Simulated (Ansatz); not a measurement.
Saddle point of AlH$_{3}$S$_{2}$, closed shell (AlH₃S₂ ([SH][AlH][SH]) → AlHS ([AlH][S]) + H₂S (still joined by a long Al–S bond); bonds formed: S2–H4; bonds broken: S3–H4; bonds weakened to dative contacts: Al1–S2), PBE0-D4/def2-TZVP structure:

Al1  (-1.072, 0.007, -0.290)
S2  (1.237, 0.821, 0.203)
S3  (-0.507, -1.735, -1.202)
H4  (1.191, -0.441, -0.413)
H5  (-2.114, 1.050, 0.259)
H6  (1.266, 0.298, 1.442)
(Å)

Energies are electronic, without zero-point energy. Barriers and step energies count from the start structure reached by relaxing down the imaginary mode; all methods use the PBE0-D4 structures, on which another method's saddle can fall below an end. Ansatz 0.2.0; basis: def2-TZVPP, with def2-QZVPP for the basis limit; cores frozen in the correlated methods. B3LYP uses VWN-RPA correlation. Extrapolation: Hartree–Fock as exp(−7.88 √X), correlation as X^−2.97.

```
      method  barrier (kJ/mol)  step energy (kJ/mol)
       SPW92             137.1                 148.9
      PBE-D4                 ?                 148.8
     BLYP-D4             150.5                 147.7
   r2SCAN-D4             159.1                 158.3
      B97M-V                 ?                 159.2
     PBE0-D4             160.6                 159.0
    B3LYP-D4             163.1                 156.6
  r2SCAN0-D4             168.3                 163.9
    BHLYP-D4             179.8                 167.1
CAM-B3LYP-D4             173.6                 164.6
     wB97X-V             177.1                 167.8
     wB97M-V             169.8                 162.0
      B2PLYP             167.2                 159.2
    PBE-QIDH                 ?                 165.0
  RPA on PBE             170.2                 159.6
          HF             204.9                 176.6
         MP2             168.6                 162.6
        CCSD             180.2                 167.5
     CCSD(T)             171.8                 162.8
```

**Question.** Fill in the withheld barriers. (To be estimated.)

**Answer.** The calculation gives: PBE-D4 145.3; PBE-QIDH 170.4; B97M-V 165.1 kJ/mol. Each is the energy of the saddle less that of the start structure, by the same method.

For comparison, the barrier by CCSD(T) at an estimated basis limit (MP2 extrapolated from triple and quadruple zeta, plus CCSD(T) − MP2 in triple zeta) is 169.2 kJ/mol.

T1 diagnostic: at most 0.018.

Labels in which every atom is bracketed show which atoms are joined, not bond orders.

For scale, one of the runs: CCSD(T)/def2-TZVPP, 168 basis functions, launched by `ansatz run in.yaml --threads 2 --pin off --events-out ev --progress --plain --max-ram 4352MiB`. The run took 15 s on 2 CPU threads of an Arm Neoverse V2 (shared host), with 1.2 GiB of host memory at its peak.
